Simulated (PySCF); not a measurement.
## Working with the constants of NaC

UHF-CCSD(T) constants of NaC, ⁴Σ⁻ (quartet), unpaired electrons σ ↑, π ↑↑ (PySCF, spin-free X2C with a Gaussian nucleus, basis sets Na x2c-TZVPPall, C x2c-TZVPPall; masses 22.9898 and 12.0000 u):

- ωe: 442.5 cm⁻¹
- ωexe: 2.95 cm⁻¹
- Be: 0.43343 cm⁻¹
- αe: 0.00485 cm⁻¹
- De to Na + C: 1.90 eV

Problem. What force constant and bond length do these constants imply?

Solution. Reduced mass μred = 7.8845 u; k = 5.8918×10⁻⁷·μred·ωe² (u, cm⁻¹, mdyn/Å) = 0.910 mdyn/Å; Re = √(16.8576/(μred·Be)) (u, cm⁻¹, Å) = 2.221 Å.

Problem. Estimate the centrifugal constant D from the Kratzer relation and find the Dunham coefficient a1.

Solution. D = 4Be³/ωe² = 1.66e-06 cm⁻¹; a1 = −1 − αeωe/(6Be²) = -2.90.

Correlated steps freeze 2 core orbitals. The state is the lowest determinant that a PBE0 search found; another state may lie lower at other levels.
